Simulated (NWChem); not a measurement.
# Polarisability of NO (+1)

```
N
O 1 1.0599
```
Charge +1, spin multiplicity 1.

Everything below was run with NWChem. Structure: optimised with PBE0/def2-SVP, a minimum by its harmonic frequencies.

Basis set: Sadlej pVTZ. The field's frequency is 0.0428 Ha (1065 nm).

```tsv
method	isotropic polarisability (bohr³)	difference from CCSD linear response
HF	6.75	-0.05
PBE	6.84	+0.05
BHandHLYP	6.75	-0.05
B3LYP	6.80	+0.01
CCSD linear response	6.79	0.00
```

The values span 0.09 bohr³, from BHandHLYP (lowest) to PBE (highest). 

The correlated methods keep 2 core orbitals frozen. B3LYP has NWChem's definition, with VWN1-RPA local correlation. The structure started from a generated list of species. Differences from the coupled-cluster row are differences between methods, not errors against experiment.
